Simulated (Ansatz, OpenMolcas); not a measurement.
# Exact exchange and the electronic atomisation energy of CH3NO (formaldoxime)

The species is CH3NO (6 atoms), meant as a singlet with charge 0. SMILES: `C=NO`. The shape is that of a PBE0-D4/def2-TZVP optimisation. This is one conformer, not always the lowest.

The electronic atomisation energy y, in eV, basis def2-TZVP; a is the functional's share of exact exchange. Programs: Ansatz 0.2.0, OpenMolcas 26.06.

```
functional     program     a  y (eV)
    revPBE      Ansatz     0   22.43
      TPSS  OpenMolcas     0   22.56
     B3LYP      Ansatz   0.2   22.39
   r2SCAN0      Ansatz  0.25   21.54
      PBE0      Ansatz  0.25       ?
     BHLYP      Ansatz   0.5   21.04
```

Task: Fit y = c + s·a to the known rows and predict PBE0.

Result: 
1. Means of the 5 rows: a = 0.1900, y = 21.992.
2. Σ(Δa)² = 0.172, Σ(Δa·Δy) = -0.5094, so the slope is -0.5094/0.172 = -2.9616.
3. Intercept: 21.992 − (-2.9616) × 0.1900 = 22.555. The largest residual of the fit is 0.43.
4. PBE0: 22.555 + (-2.9616) × 0.25 = 21.81 eV.

The run gave 22.36 eV, so the prediction is off by -0.55 eV, about the largest residual.
